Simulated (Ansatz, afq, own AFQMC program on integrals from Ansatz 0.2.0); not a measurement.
H$_{2}$F, doublet: AFQMC among the cluster methods

```xyz
3

H     0.0000    0.0000   -1.0070
H     0.0000    0.0000   -0.1220
F     0.0000    0.0000    1.1290
```

Basis cc-pVTZ. Only valence electrons are correlated. AFQMC by an in-house program on the Cholesky factors that Ansatz 0.2.0 writes for its CCSD(T) run. The CISD trial takes its coefficients from CCSD amplitudes. Released means that phaseless walkers are propagated on without the constraint, phases kept. ± is one standard error of the sampling.

Determinant: UHF, the one that the program's search chose, which needn't be the lowest solution. The geometry is a point of a scan.

No full CI on the walks' own integrals is used here; CCSDT(Q) serves as the reference and is uncertain by about the last step of the cluster series.

Cautions: unrestricted determinant slightly spin contaminated (⟨S²⟩ 0.81 against 0.75); the released energies are still falling, so no released level is given (meV from the phaseless value at times in 1/Eh: -10 ± 4 at 0.24, -11 ± 3 at 0.51, -7 ± 3 at 0.99, -17 ± 3 at 1.62, -21 ± 5 at 2.40), though the last usable value meets CCSDT(Q) within the noise.

* T1 diagnostic: 0.0341
* weight of the determinant in the CISD state: 0.915
* ⟨S²⟩ of the determinant: 0.806
* size of the correlated space: 9 electrons in 57 orbitals

Reference: CCSDT(Q), correlation energy -7.872 eV.

| level | E − E(reference) (kcal/mol) | share of correlation (%) |
| --- | --- | --- |
| HF | 181.53 | 0.00 |
| MP2 | 17.12 | 90.57 |
| CCSD | 4.65 | 97.44 |
| CCSD(T) | 0.50 | 99.73 |
| CCSDT | 0.23 | 99.88 |
| ph-AFQMC/CISD | 0.41 ± 0.07 | 99.78 |

A walk keeps the symmetry of its determinant, which the program's search chose and which needn't be the lowest solution, so a lower state of the same spin and another symmetry isn't excluded.
